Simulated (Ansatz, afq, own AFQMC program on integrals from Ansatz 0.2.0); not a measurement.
**BSiH3, triplet: AFQMC among the cluster methods**

```xyz
5

B    -1.9899    0.0000    0.0000
H    -2.5866    1.0336    0.0000
H    -2.5866   -1.0336    0.0000
H    -0.6539    0.0000    0.0000
Si    0.9751    0.0000    0.0000
```

Connectivity, by distances: BH2 ··· Si, 1 bridging H.

Basis cc-pVTZ. Only valence electrons are correlated. Integrals, coupled cluster, full CI and functionals: Ansatz 0.2.0; the random walks run on the same integrals in our own AFQMC program. The CISD trial takes its coefficients from CCSD amplitudes. Released means that phaseless walkers are propagated on without the constraint, phases kept. Error bars are statistical, one sigma.

Determinant: UHF, the one that the program's search chose, which needn't be the lowest solution. The geometry is a point of a scan.

No full CI on the walks' own integrals is used here; CCSDT(Q) serves as the reference and is uncertain by about the last step of the cluster series.

Cautions: lower spins were not checked; the released energies have errors that jump between times, so the bars are unsure, so no released level is given (meV from the phaseless value at times in 1/Eh: -10 ± 4 at 0.24, -11 ± 4 at 0.51, -24 ± 15 at 0.99, -18 ± 4 at 1.62, -16 ± 8 at 2.40), though the last usable value meets CCSDT(Q) within the noise.

* T1 diagnostic: 0.0354
* weight of the determinant in the CISD state: 0.854
* ⟨S²⟩ of the determinant: 2.040
* size of the correlated space: 10 electrons in 100 orbitals

Reference: CCSDT(Q), correlation energy -6.323 eV.

| level | E − E(reference) (meV) | share of correlation (%) |
| --- | --- | --- |
| HF | 6323.0 | 0.00 |
| MP2 | 1362.5 | 78.45 |
| CCSD | 280.6 | 95.56 |
| CCSD(T) | 60.3 | 99.05 |
| CCSDT | 11.0 | 99.83 |
| ph-AFQMC/CISD | 13.2 ± 4.6 | 99.79 |

A walk keeps the symmetry of its determinant, which the program's search chose and which needn't be the lowest solution, so a lower state of the same spin and another symmetry isn't excluded.
